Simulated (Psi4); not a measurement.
**CH5N (methylamine): levels of theory compared**

Wanted: a comparison of 4 runs (B3LYP/6-31G*, B2PLYP/def2-SVPD, FNO-MP4/DZVP, FNO-CCSD/6-311+G**) of CH5N (methylamine). 

The results are computed with Psi4 1.11.

## Step 1: The structure to begin with

CH5N has 7 atoms, charge 0, and is taken as a singlet. As SMILES, `CN`. The coordinates come from a PBE0-D4/def2-TZVP relaxation.

Bond lengths: C1–N2 1.453 Å, C1–H3 1.100 Å, C1–H4 1.092 Å, C1–H5 1.092 Å, N2–H6 1.012 Å, N2–H7 1.012 Å. Angles: C1–N2–H6 110.6°, C1–N2–H7 110.6°, N2–C1–H3 115.4°, N2–C1–H4 109.4°, N2–C1–H5 109.4°, H6–N2–H7 106.7°, H3–C1–H4 107.7°, H3–C1–H5 107.7°, H4–C1–H5 106.9°.

## Step 2: A single-point energy at B3LYP/6-31G(d) (spherical functions) (run 1)

Contents of input.json:

```json
{
  "schema_name": "qcschema_input",
  "schema_version": 1,
  "molecule": {
    "schema_name": "qcschema_molecule",
    "schema_version": 2,
    "symbols": ["C", "N", "H", "H", "H", "H", "H"],
    "geometry": [-0.89535224, -0.2615381, -0.5319579, 1.51480446, 0.73869394, 0.3221983, -1.8602464, -1.52387515, 0.80785792, -0.61831839, -1.30523383, -2.29129293, -2.17412991, 1.30258822, -0.95525656, 2.73632343, -0.68143524, 0.70581271, 1.29691904, 1.73061118, 1.94244948],
    "molecular_charge": 0,
    "molecular_multiplicity": 1,
    "fix_symmetry": "c1",
    "fix_com": true,
    "fix_orientation": true
  },
  "driver": "energy",
  "model": {
    "method": "b3lyp",
    "basis": "6-31G*"
  },
  "keywords": {
    "reference": "rks",
    "puream": true,
    "e_convergence": 1e-09,
    "d_convergence": 1e-08,
    "scf_type": "pk",
    "dft_radial_points": 99,
    "dft_spherical_points": 590,
    "scf_properties": ["WIBERG_LOWDIN_INDICES", "DIPOLE", "MAYER_INDICES"]
  }
}
```

Run with:

```sh
$ psi4 --qcschema input.json -n 1 --memory 1600MB
```

stdout:

```text
[...]
  Running in c1 symmetry.
[...]
  Nuclear repulsion =   42.140878610050962
[...]
  Multiplicity = 1
[...]
  Nalpha       = 9
  Nbeta        = 9
[...]
    Number of basis functions: 38
[...]
   @RKS iter   1:   -95.60592595027589   -1.92482e-01   1.87055e-02 ADIIS/DIIS
[...]
   @RKS iter  10:   -95.85117452216620   -5.68434e-14   2.18969e-09 DIIS
[...]
    Orbital Energies [Eh]
    ---------------------
    Doubly Occupied:
       1A    -14.297857     2A    -10.188116     3A     -0.870468
       4A     -0.655123     5A     -0.486178     6A     -0.435041
       7A     -0.398117     8A     -0.363553     9A     -0.225192
[...]
  @RKS Final Energy:   -95.85117452216620
   => Energetics <=
    Nuclear Repulsion Energy =             42.1408786100509616
    One-Electron Energy =                -211.8640504277582579
    Two-Electron Energy =                  85.3923603403826661
    DFT Exchange-Correlation Energy =     -11.5203630448415844
    Empirical Dispersion Energy =           0.0000000000000000
    VV10 Nonlocal Energy =                  0.0000000000000000
    Total Energy =                        -95.8511745221662039
[...]
 Multipole Moments:
 ------------------------------------------------------------------------------------
     Multipole            Electronic (a.u.)      Nuclear  (a.u.)        Total (a.u.)
 ------------------------------------------------------------------------------------
 L = 1.  Multiply by 2.5417464519 to convert [e a0] to [Debye]
 Dipole X            :         -4.7597065            4.6120655           -0.1476409
 Dipole Y            :         -3.4345237            3.1242842           -0.3102395
 Dipole Z            :          1.1600638           -0.7267887            0.4332752
 Magnitude           :                                                    0.5529681
[...]
```

The result, in JSON:

```text
{
 "driver": "energy",
 "model": {
  "method": "b3lyp",
  "basis": "6-31G*"
 },
 "success": true,
 "return_result": -95.8511745221662,
 "properties": {
  "calcinfo_nbasis": 38,
  "calcinfo_nmo": 38,
  "calcinfo_nalpha": 9,
  "calcinfo_nbeta": 9,
  "calcinfo_natom": 7,
  "nuclear_repulsion_energy": 42.14087861005096,
  "return_energy": -95.8511745221662,
  "scf_one_electron_energy": -211.86405042775826,
  "scf_two_electron_energy": 85.39236034038267,
  "scf_xc_energy": -11.520363044841584,
  "scf_dipole_moment": [-0.14764092071215096, -0.31023951721876086, 0.4332751678112783],
  "scf_total_energy": -95.8511745221662,
  "scf_iterations": 10
 }
}
```

Wall time 8.7 s (1 thread of Intel Xeon Platinum 8275CL at 3.00GHz (Skylake/Cascade Lake), shared host); peak memory 0.66 GiB.

## Step 3: The energy at B2PLYP/def2-SVPD (density fitting for correlation) (run 2)

Contents of run_ase.py:

```python
import numpy as np
from ase.calculators.psi4 import Psi4
from ase import Atoms

atoms = Atoms(['C', 'N', 'H', 'H', 'H', 'H', 'H'], positions=[
    [-0.473800, -0.138400, -0.281500],
    [0.801600, 0.390900, 0.170500],
    [-0.984400, -0.806400, 0.427500],
    [-0.327200, -0.690700, -1.212500],
    [-1.150500, 0.689300, -0.505500],
    [1.448000, -0.360600, 0.373500],
    [0.686300, 0.915800, 1.027900],
])
calc = Psi4(atoms=atoms, method='b2plyp', basis='def2-SVPD', memory='1600MB', num_threads=1, charge=0, multiplicity=1, label='calc', reference='rks')
calc.psi4.set_options({'puream': True, 'e_convergence': 1e-09, 'd_convergence': 1e-08, 'scf_type': 'pk', 'dft_radial_points': 99, 'dft_spherical_points': 590, 'num_frozen_docc': 2})
atoms.calc = calc

print(f'energy: {atoms.get_potential_energy():.6f} eV')
```

Run with:

```sh
$ python run_ase.py
```

calc.dat:

```text
[...]
  Running in c1 symmetry.
[...]
  Nuclear repulsion =   42.140878598199343
[...]
  Multiplicity = 1
[...]
  Nalpha       = 9
  Nbeta        = 9
[...]
    Number of basis functions: 80
[...]
   @RKS iter   1:   -95.42555977758559   -3.35990e-01   6.85795e-03 ADIIS/DIIS
[...]
   @RKS iter  10:   -95.57565323206724   -7.94387e-12   4.23734e-09 DIIS
[...]
    Orbital Energies [Eh]
    ---------------------
    Doubly Occupied:
       1A    -14.826607     2A    -10.641212     3A     -0.991846
       4A     -0.751675     5A     -0.566374     6A     -0.512574
       7A     -0.471924     8A     -0.431075     9A     -0.304084
[...]
  @RKS Final Energy:   -95.57565323206724
   => Energetics <=
    Nuclear Repulsion Energy =             42.1408785981993432
    One-Electron Energy =                -211.5555051156068487
    Two-Electron Energy =                  80.6306664829365616
    DFT Exchange-Correlation Energy =      -6.7916931975963060
    Empirical Dispersion Energy =           0.0000000000000000
    VV10 Nonlocal Energy =                  0.0000000000000000
    Total Energy =                        -95.5756532320672392
[...]
 Multipole Moments:
 ------------------------------------------------------------------------------------
     Multipole            Electronic (a.u.)      Nuclear  (a.u.)        Total (a.u.)
 ------------------------------------------------------------------------------------
 L = 1.  Multiply by 2.5417464519 to convert [e a0] to [Debye]
 Dipole X            :          0.9215379           -1.0956830           -0.1741451
 Dipole Y            :          0.4692037           -0.7749266           -0.3057229
 Dipole Z            :          0.1575674            0.2360722            0.3936395
 Magnitude           :                                                    0.5279631
[...]
```

The script printed:

```text
energy: -2603.797821 eV
```

It took 14 s on 1 thread of Intel Xeon Platinum 8275CL at 3.00GHz (Skylake/Cascade Lake), shared host; peak memory 0.77 GiB.

Run 3 isn't shown in full; the table further down has it.

## Step 4: The energy at FNO-CCSD/6-311+G(d,p) (run 4)

input.json: that of step 2 with these lines changed.

```diff
@@ -10,3 +10,2 @@
     "molecular_multiplicity": 1,
-    "fix_symmetry": "c1",
     "fix_com": true,
@@ -16,14 +15,9 @@
   "model": {
-    "method": "b3lyp",
-    "basis": "6-31G*"
+    "method": "fno-ccsd",
+    "basis": "6-311+G**"
   },
   "keywords": {
-    "reference": "rks",
-    "puream": true,
-    "e_convergence": 1e-09,
-    "d_convergence": 1e-08,
-    "scf_type": "pk",
-    "dft_radial_points": 99,
-    "dft_spherical_points": 590,
-    "scf_properties": ["WIBERG_LOWDIN_INDICES", "DIPOLE", "MAYER_INDICES"]
+    "scf_type": "direct",
+    "diis": false,
+    "maxiter": 60
   }
```

Run with:

```sh
$ psi4 --qcschema input.json -n 1 --memory 1600MB
```

stdout:

```text
[...]
  Running in c1 symmetry.
[...]
  Nuclear repulsion =   42.140878610050962
[...]
  Multiplicity = 1
[...]
  Nalpha       = 9
  Nbeta        = 9
[...]
    Number of basis functions: 74
[...]
   @DF-RHF iter   1:   -95.13695456077562   -4.88746e-01   6.13519e-03 ADIIS
[...]
   @RHF iter  30:   -95.24564999626411   -1.42109e-13   6.15690e-09
[...]
    Orbital Energies [Eh]
    ---------------------
    Doubly Occupied:
       1A    -15.538616     2A    -11.242669     3A     -1.173458
       4A     -0.895848     5A     -0.664986     6A     -0.605347
       7A     -0.559243     8A     -0.516212     9A     -0.389052
[...]
  @RHF Final Energy:   -95.24564999626411
   => Energetics <=
    Nuclear Repulsion Energy =             42.1408786100509616
    One-Electron Energy =                -211.6021933770025498
    Two-Electron Energy =                  74.2156647706874963
    Total Energy =                        -95.2456499962641061
[...]
 Multipole Moments:
 ------------------------------------------------------------------------------------
     Multipole            Electronic (a.u.)      Nuclear  (a.u.)        Total (a.u.)
 ------------------------------------------------------------------------------------
 L = 1.  Multiply by 2.5417464519 to convert [e a0] to [Debye]
 Dipole X            :         -4.8235421            4.6120655           -0.2114765
 Dipole Y            :         -3.4698210            3.1242842           -0.3455369
 Dipole Z            :          1.1546485           -0.7267887            0.4278598
 Magnitude           :                                                    0.5892216
[...]
      * MP2 total energy:                    -95.631629318968
[...]
      * MP2 total energy:                    -95.631629318968
[...]
      * MP3 total energy:                    -95.655542101064
[...]
      * CCSD total energy:                   -95.660243981804
[...]
```

The result, in JSON:

```text
{
 "driver": "energy",
 "model": {
  "method": "fno-ccsd",
  "basis": "6-311+G**"
 },
 "success": true,
 "return_result": -95.66024398180379,
 "properties": {
  "calcinfo_nbasis": 74,
  "calcinfo_nmo": 74,
  "calcinfo_nalpha": 9,
  "calcinfo_nbeta": 9,
  "calcinfo_natom": 7,
  "nuclear_repulsion_energy": 42.14087861005096,
  "return_energy": -95.66024398180379,
  "scf_one_electron_energy": -211.60219337700255,
  "scf_two_electron_energy": 74.2156647706875,
  "scf_dipole_moment": [-0.21147652909986814, -0.34553688927130066, 0.42785983735209876],
  "scf_total_energy": -95.2456499962641,
  "scf_iterations": 30,
  "mp2_same_spin_correlation_energy": -0.08302557819809184,
  "mp2_opposite_spin_correlation_energy": -0.3029537445062136,
  "mp2_singles_energy": 0.0,
  "mp2_doubles_energy": -0.38597932270430546,
  "mp2_correlation_energy": -0.38597932270430546,
  "mp2_total_energy": -95.63162931896841,
  "ccsd_same_spin_correlation_energy": -0.07632998230078855,
  "ccsd_opposite_spin_correlation_energy": -0.33826400323888384,
  "ccsd_singles_energy": 0.0,
  "ccsd_doubles_energy": -0.4145939855396724,
  "ccsd_correlation_energy": -0.41459398553968235,
  "ccsd_total_energy": -95.66024398180379,
  "ccsd_iterations": 13
 }
}
```

Wall time 13 s (1 thread of Intel Xeon Platinum 8275CL at 3.00GHz (Skylake/Cascade Lake), shared host); peak memory 0.44 GiB.

## Step 5: Overview of the runs

| run | level | frozen core orbitals | properties | energy (Eh) | HOMO energy (eV) | LUMO energy (eV) | HOMO–LUMO gap (eV) | wall time |
| --- | --- | --- | --- | --- | --- | --- | --- | --- |
| 1 | B3LYP/6-31G* (spherical functions) | 0 | (wiberg, dipole, mayer) | -95.851175 | -6.13 | 2.39 | 8.51 | 8.7 s |
| 2 | B2PLYP/def2-SVPD (density fitting for correlation) | 2 | – | -95.687806 | -8.27 | 1.53 | 9.81 | 14 s |
| 3 | FNO-MP4/DZVP (density fitting) | 2 | – | -95.533819 | -10.65 | 5.70 | 16.35 | 2.8 s |
| 4 | FNO-CCSD/6-311+G** | 0 | – | -95.660244 | -10.59 | 1.92 | 12.51 | 13 s |

## Step 6: Outcome

| quantity | value |
| --- | --- |
| run 4: total energy | -95.66024 Eh |
| run 4: HOMO energy (Hartree–Fock orbitals) | -10.59 eV |
| run 4: LUMO energy (Hartree–Fock orbitals) | 1.92 eV |
| run 4: HOMO–LUMO gap (Hartree–Fock orbitals) | 12.51 eV |
| run 4: correlation energy | -414.6 mEh |
| run 4: T1 diagnostic | 0.007 |

**Reading.** Totals of different functionals can't be ranked against each other. All runs together took 39 s, the longest 14 s.
